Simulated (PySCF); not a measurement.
**Worked example: entropy of an ideal gas**

phosphine (H₃P), SMILES P.

The structure is a stationary point at PBE0-D3(BJ)/def2-TZVPD.

PBE0-D3(BJ)/def2-TZVPD run with PySCF 2.14.0 gives the harmonic wavenumbers 1000, 1131, 1131, 2410, 2422, 2422 cm⁻¹ and the rotational temperatures 6.3946, 6.3946, 5.6618 K. The molar mass is 34.00 g/mol, the symmetry number 3, the spin multiplicity 1.

Work out the entropy at 298.15 K and 1 atm in the rigid-rotor, harmonic-oscillator model.


Translation (Sackur–Tetrode at 1 atm): S = R[1.5 ln M + 2.5 ln T − 1.16487] = 152.7 J/(mol K).
Rotation: q = (√π/σ) T^1.5/√(θA θB θC) = 200, S = R[ln q + 3/2] = 56.5 J/(mol K).
Vibration: with u = 1.4388 ν/T, each mode gives R[u/(e^u − 1) − ln(1 − e^−u)]:
| ν (cm⁻¹) | modes | u | S (J/(mol K)) |
|---|---|---|---|
| 1000 | 1 | 4.83 | 0.39 |
| 1131 | 2 | 5.46 | 0.46 |
The stiffer modes add less than 0.005 each. Sum 0.9 J/(mol K).
Spin: R ln 1 = 0.0 J/(mol K).
Total 210.1 J/(mol K); the program's own thermochemistry gives 210.1. Translation makes up 73 % and vibration 0 %. Anharmonicity, hindered rotation and orbital degeneracy are left out.
